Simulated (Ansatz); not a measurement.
# AlLi (triplet): geometry optimisation

Where does this start of AlLi (triplet) end when it is relaxed?

Computed with Ansatz 0.2.0, Gaussian basis. Level: UKS PBE0/def2-TZVP.

**1. The starting structure**

2 atoms, charge 0, spin multiplicity 3.

Atoms are counted from 1 here; the program's logs count them from 0.

Bond lengths: Al1–Li2 2.316 Å.

The start is set by covalent radii. Sticks and bond lists go by distance. 

**2. Relaxation**

File in.yaml:

```yaml
crystal:
  periodic: [false, false, false]
  atoms:
    - {symbol: Al, position_ang: [0.000000, 0.000000, 0.000000]}
    - {symbol: Li, position_ang: [0.000000, 0.000000, 2.315700]}
basis:
  gaussian: {orbitals: def2-TZVP}
magnetization: {spin_polarized: true, initial_magnetization: 2}
hamiltonian: {xc: pbe0}
relax: {f_tol: 0.004, max_steps: 80}
```

On the command line:

```console
$ ansatz run in.yaml --threads 1 --pin off --events-out ev --progress --plain --max-ram 2176MiB
```

Before running it: what results should come out? Wanted: energy gained; shift from the start; total energy; dipole moment; ⟨S²⟩.

As calculated:

| quantity | value |
| --- | --- |
| steps | 4 |
| energy gained | 0.169 eV |
| shift from the start (rms) | 0.160 Å |
| total energy | -6795.9257 eV |
| dipole moment | 4.40 D |
| ⟨S²⟩ | 2.007 |

What this shows: By distance, Al1–Li2 opened. Al1–Li2 went from 2.316 to 2.635 Å. No vibrations were run, so this is a stationary point, not a proven minimum, and this spin need not be the ground state's.
